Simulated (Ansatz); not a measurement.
A calculation with Ansatz (development build ahead of 0.2.0).

```yaml
crystal:
  periodic: [false, false, false]
  atoms:
    - { symbol: H, position_ang: [-0.03998, 0.31067, -1.00617] }
    - { symbol: P, position_ang: [-0.00389, -0.63306, 0.03645] }
    - { symbol: H, position_ang: [-0.00299, 0.35048, 1.07258] }
basis:
  gaussian: { orbitals: def2-SVP }
magnetization:
  initial_magnetization: 1
hamiltonian:
  xc: hf
correlation:
  method: ccsd_t
  frozen_orbitals: { H: 0, P: 5 }
scf:
  omitted_lower_state_checks: [starts, atomic_configurations, cluster_reference, orbital_swaps, given_window_search, neighbouring_geometries, increment]
```

The input is written out in the form of the current development build from the run's settings. Correlation on restricted open-shell orbitals is semicanonical, with singles.

The run gave:

```yaml
Converged: yes
Reference_energy: -341.75913 hartree
Correlation_energy: -0.13829 hartree
Total_energy: -341.89742 hartree
Stability_test: minimum among restricted orbitals
```
